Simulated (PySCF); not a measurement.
**BClO (boron chloride oxide): CCSD(T)/cc-pVDZ**

What is the vertical ionisation energy of BClO (boron chloride oxide) at CCSD(T)/cc-pVDZ? The job is set up through a Python script.

Program for the calculation: PySCF 2.14.0.

5 further runs of the same task are left out: 5 set aside as unsound or not needed.

### Step 1. The structure to begin with

The species is BClO (3 atoms), meant as a singlet with charge 0. SMILES: `O=BCl`. The coordinates come from a GFN2-xTB relaxation.

Bond lengths: O1–B2 1.193 Å, B2–Cl3 1.639 Å. Angles: O1–B2–Cl3 179.9°.

### Step 2. A single-point energy at CCSD(T)/cc-pVDZ

calc.py reads:

```python
from pyscf import gto, cc

mol = gto.M(
    atom='''
O      1.926689     1.145552     1.184839
B      0.213690     0.125894     0.131279
Cl    -2.140379    -1.271427    -1.316119
''',
    max_memory=1860,
    spin=0,
    basis='cc-pvdz',
    unit='bohr',
    verbose=4,
)

hf = mol.RHF()
hf.conv_tol = 1e-10
hf.kernel()
if not hf.converged:
    hf = hf.newton().run(hf.mo_coeff, hf.mo_occ)

mycc = cc.CCSD(hf)
mycc.kernel()
e_t = mycc.ccsd_t()
etot = mycc.e_tot + e_t
print('Final energy', etot)
```

Launch:

```
OMP_NUM_THREADS=1 python calc.py
```

Standard output:

```text
PySCF version 2.14.0

[INPUT] num. atoms = 3
[INPUT] num. electrons = 30
[INPUT] charge = 0
[INPUT] spin (= nelec alpha-beta = 2S) = 0
[INPUT] symmetry False subgroup None
[INPUT] Mole.unit = bohr
[INPUT] Symbol           X                Y                Z      unit          X                Y                Z       unit  Magmom
[INPUT]  1 O      1.019559911330   0.606200012324   0.626989797409 AA    1.926689000000   1.145552000000   1.184839000000 Bohr   0.0
[INPUT]  2 B      0.113079878201   0.066620235792   0.069469855072 AA    0.213690000000   0.125894000000   0.131279000000 Bohr   0.0
[INPUT]  3 Cl    -1.132639789532  -0.672810193748  -0.696460181659 AA   -2.140379000000  -1.271427000000  -1.316119000000 Bohr   0.0

nuclear repulsion = 70.6031056949692
number of shells = 15
number of NR pGTOs = 93
number of NR cGTOs = 46
basis = cc-pvdz
ecp = {}

******** <class 'pyscf.scf.hf.RHF'> ********
method = RHF
initial guess = minao
damping factor = 0
level_shift factor = 0
DIIS = <class 'pyscf.scf.diis.CDIIS'>
diis_start_cycle = 1
diis_space = 8
diis_damp = 0
SCF conv_tol = 1e-10
SCF conv_tol_grad = None
SCF max_cycles = 50
direct_scf = True
direct_scf_tol = 1e-13
Set gradient conv threshold to 1e-05
Initial guess from minao.
init E= -559.571401656562
  HOMO = -0.471539115254943  LUMO = 0.0712454283872752  gap/eV = 14.76992
cycle= 1 E= -559.013828929661  delta_E= 0.558  |g|= 0.707  |ddm|= 1.71
  HOMO = -0.411601342914393  LUMO = 0.133973442367274  gap/eV = 14.84585
cycle= 2 E= -559.061906550556  delta_E= -0.0481  |g|= 0.625  |ddm|= 0.842
  HOMO = -0.501593095324703  LUMO = 0.158157465353578  gap/eV = 17.95273
cycle= 3 E= -559.136175536308  delta_E= -0.0743  |g|= 0.0438  |ddm|= 0.374
  HOMO = -0.491976643152381  LUMO = 0.167539127549637  gap/eV = 17.94634
cycle= 4 E= -559.137143323173  delta_E= -0.000968  |g|= 0.0159  |ddm|= 0.0615
  HOMO = -0.494857721304326  LUMO = 0.165328644418627  gap/eV = 17.96459
cycle= 5 E= -559.137264775852  delta_E= -0.000121  |g|= 0.0051  |ddm|= 0.0227
  HOMO = -0.494585066281583  LUMO = 0.165237811895857  gap/eV = 17.95470
cycle= 6 E= -559.137277449673  delta_E= -1.27e-05  |g|= 0.00133  |ddm|= 0.00776
  HOMO = -0.494516770814094  LUMO = 0.165294424118399  gap/eV = 17.95438
cycle= 7 E= -559.13727827539  delta_E= -8.26e-07  |g|= 0.000283  |ddm|= 0.00198
  HOMO = -0.494541796304922  LUMO = 0.16529137798513  gap/eV = 17.95498
cycle= 8 E= -559.137278312368  delta_E= -3.7e-08  |g|= 5.3e-05  |ddm|= 0.000457
  HOMO = -0.494536020307146  LUMO = 0.165296244626064  gap/eV = 17.95495
cycle= 9 E= -559.137278313706  delta_E= -1.34e-09  |g|= 9.61e-06  |ddm|= 8.97e-05
  HOMO = -0.494536918368089  LUMO = 0.165294985962642  gap/eV = 17.95494
cycle= 10 E= -559.13727831377  delta_E= -6.43e-11  |g|= 2.38e-06  |ddm|= 1.84e-05
  HOMO = -0.494536817824485  LUMO = 0.165294952415365  gap/eV = 17.95494
Extra cycle  E= -559.137278313775  delta_E= -5.23e-12  |g|= 1.09e-06  |ddm|= 3.05e-06
converged SCF energy = -559.137278313775

******** <class 'pyscf.cc.ccsd.CCSD'> ********
CC2 = 0
CCSD nocc = 15, nmo = 46
max_cycle = 50
direct = 0
conv_tol = 1e-07
conv_tol_normt = 1e-05
diis_space = 6
diis_start_cycle = 0
diis_start_energy_diff = 1e+09
Init t2, MP2 energy = -559.542239663295  E_corr(MP2) -0.404961349520282
Init E_corr(CCSD) = -0.404961349520821
cycle = 1  E_corr(CCSD) = -0.402104679603155  dE = 0.00285666992  norm(t1,t2) = 0.0652875
cycle = 2  E_corr(CCSD) = -0.414408604068085  dE = -0.0123039245  norm(t1,t2) = 0.022524
cycle = 3  E_corr(CCSD) = -0.413841732069603  dE = 0.000566871998  norm(t1,t2) = 0.0131998
cycle = 4  E_corr(CCSD) = -0.415509749623861  dE = -0.00166801755  norm(t1,t2) = 0.00455181
cycle = 5  E_corr(CCSD) = -0.41557933570651  dE = -6.95860826e-05  norm(t1,t2) = 0.00067067
cycle = 6  E_corr(CCSD) = -0.415522694407414  dE = 5.66412991e-05  norm(t1,t2) = 0.000225021
cycle = 7  E_corr(CCSD) = -0.415515200535215  dE = 7.4938722e-06  norm(t1,t2) = 4.087e-05
cycle = 8  E_corr(CCSD) = -0.415518496408085  dE = -3.29587287e-06  norm(t1,t2) = 1.77998e-05
cycle = 9  E_corr(CCSD) = -0.415518682068005  dE = -1.8565992e-07  norm(t1,t2) = 5.80411e-06
cycle = 10  E_corr(CCSD) = -0.415518539594356  dE = 1.42473649e-07  norm(t1,t2) = 2.19841e-06
cycle = 11  E_corr(CCSD) = -0.415518499246724  dE = 4.03476323e-08  norm(t1,t2) = 7.32534e-07
CCSD converged
E(CCSD) = -559.5527968130218  E_corr = -0.4155184992467236
CCSD(T) correction = -0.0127050529995291
Final energy -559.5655018660213
```

Wall time 5.4 s (1 thread of Arm Neoverse V1, shared host); peak memory 0.17 GiB.

### Step 3. The doublet cation, same level

input.xyz reads:

```xyz
3

O      1.019560     0.606200     0.626990
B      0.113080     0.066620     0.069470
Cl    -1.132640    -0.672810    -0.696460
```

run.py reads:

```python
from pyscf import gto, scf, cc

mol = gto.M(
    atom='input.xyz',
    max_memory=1860,
    spin=1,
    charge=1,
    verbose=3,
    basis='cc-pvdz',
)

mf = scf.UHF(mol)
mf.conv_tol = 1e-10
mf.kernel()
if not mf.converged:
    mf = mf.newton().run(mf.mo_coeff, mf.mo_occ)

mycc = cc.CCSD(mf)
mycc.kernel()
e_t = mycc.ccsd_t()
etot = mycc.e_tot + e_t
print('E(%s) = %.9f' % ('CCSD(T)', etot))
```

Launch:

```
OMP_NUM_THREADS=1 python run.py
```

Standard output:

```text
converged SCF energy = -558.725846725071  <S^2> = 0.76139976  2S+1 = 2.0113675
E(UCCSD) = -559.0967538347373  E_corr = -0.3709071096664435
UCCSD(T) correction = -0.0123429932791665
E(CCSD(T)) = -559.109096828
```

It took 26 s on 1 thread of Arm Neoverse V1, shared host; peak memory 0.31 GiB.

### Step 4. Summary of results

Level: CCSD(T)/cc-pVDZ.

```
                                                                  quantity          value
                                                singlet BClO: total energy  -559.56550 Eh
                        singlet BClO: dipole moment (Hartree–Fock density)         2.90 D
                         singlet BClO: HOMO energy (Hartree–Fock orbitals)      -13.46 eV
                         singlet BClO: LUMO energy (Hartree–Fock orbitals)        4.50 eV
                       singlet BClO: HOMO–LUMO gap (Hartree–Fock orbitals)       17.95 eV
                                          singlet BClO: correlation energy     -428.2 mEh
                                              singlet BClO: (T) correction     -12.71 mEh
                                               singlet BClO: T1 diagnostic          0.012
                                              doublet cation: total energy  -559.10910 Eh
doublet cation: HOMO energy (Hartree–Fock orbitals) (highest over α and β)      -21.21 eV
 doublet cation: LUMO energy (Hartree–Fock orbitals) (lowest over α and β)       -9.54 eV
                                        doublet cation: correlation energy     -383.3 mEh
                                            doublet cation: (T) correction     -12.34 mEh
                         doublet cation: ⟨S²⟩ of the reference determinant          0.761
                                             doublet cation: T1 diagnostic          0.036
                        vertical ionisation energy (to the doublet cation)      12.419 eV
```

**Reading.** The vertical ionisation energy comes to 12.42 eV (286 kcal/mol). Mulliken charges (singlet BClO) of the mean-field density run from -0.17 on O1 to +0.19 on B2; they depend strongly on the basis. The triples (singlet BClO) make up 3.0 % of the correlation energy. The triples (doublet cation) make up 3.2 % of the correlation energy.
